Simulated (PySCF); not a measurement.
What does the PBE0-D3(BJ)/def2-SVP structure of `N#Cc1ccccc1` look like in three dimensions?

```xyz
13
C7H5N angstrom
N      3.5755    0.6780   -0.0188
C      2.4337    0.4771   -0.0318
C      1.0230    0.2278   -0.0484
C      0.1222    1.3000    0.0392
C     -1.2462    1.0523    0.0228
C     -1.7209   -0.2553   -0.0800
C     -0.8260   -1.3217   -0.1672
C      0.5447   -1.0872   -0.1519
H      0.5041    2.3192    0.1199
H     -1.9476    1.8866    0.0913
H     -2.7967   -0.4448   -0.0924
H     -1.1986   -2.3451   -0.2482
H      1.2535   -1.9144   -0.2198
```

Orientation and origin are arbitrary. Atoms count from 1 in this order. The 7 C–C bonds span 1.391 Å (C7–C8, aromatic) to 1.433 Å (C2–C3, drawn single), a spread of 0.042 Å. The 6-membered ring C3–C4–C5–C6–C7–C8 has internal angles of 119.7° to 120.2° (sum 720°, against 720° for a flat polygon); it is planar, 0.00 Å rms from its mean plane, widest ring torsion 0°. The 8 heavy atoms lie in one plane (0.000 Å rms).

Bonds between heavy atoms (Å): N1≡C2 1.159, C2–C3 1.433, C3–C4 1.403, C4–C5 1.391, C5–C6 1.395, C6–C7 1.395, C7–C8 1.391, C3–C8 1.403.

Computed with PySCF, PBE0-D3(BJ)/def2-SVP geometry optimisation, gas phase.

Point group: C2v (tolerance 0.08 Å). No frequency check.

On an Arm Neoverse V2 with one thread, on a shared host, this took 20 s. These figures are those of the optimisation.
